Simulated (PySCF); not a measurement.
Potential energy curve for C2H2, SMILES C#C, singlet. The C1–H4 bond (C1 also carries C; H4 carries nothing else) is pulled apart rigidly from the PBE0/def2-TZVP optimised geometry.

Calculation: CCSD(T) on UHF/6-31G, 2 core orbitals frozen run with PySCF.

Task: Relative to R = 1.06 Å, what are the energies at R = 0.96, 1.00, 3.18, 3.72 Å?

Result: 7.2 kcal/mol at 0.96 Å, 2.7 kcal/mol at 1.00 Å, 124.2 kcal/mol at 3.18 Å, 124.5 kcal/mol at 3.72 Å.

The unrestricted determinant behind UCCSD(T) is spin-contaminated at 1.59 to 3.72 Å (<S²> up to 1.4, against 0.00 for a pure singlet).
